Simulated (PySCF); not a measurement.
Job for PySCF: R-B3LYP/3-21G on C4H8 (a complex).

```python
from pyscf import gto, scf, dft, mp
from pyscf.data.elements import chemcore

mol = gto.M(
    atom='''
    C    -0.47192500   -0.47192500   -1.85911100
    C     0.47192500    0.47192500   -1.85911100
    H    -0.87242200   -0.87242200   -0.93612500
    H     0.87242200    0.87242200   -0.93612500
    H    -0.87046400   -0.87046400   -2.78330800
    H     0.87046400    0.87046400   -2.78330800
    C    -0.47192500    0.47192500    1.85911100
    C     0.47192500   -0.47192500    1.85911100
    H    -0.87242200    0.87242200    0.93612500
    H     0.87242200   -0.87242200    0.93612500
    H    -0.87046400    0.87046400    2.78330800
    H     0.87046400   -0.87046400    2.78330800
    ''',
    basis='3-21g',
    charge=0, spin=0, verbose=3, max_memory=1800)
mf = dft.RKS(mol, xc='b3lyp')
mf.conv_tol = 1e-8
mf.max_cycle = 100
mf.kernel()
if not mf.converged:
    mf = mf.newton().run(mf.mo_coeff, mf.mo_occ)
```

Output:

```
converged SCF energy = -156.323202713399
```

The run converged.

Cost: very roughly 2.2 core-seconds.
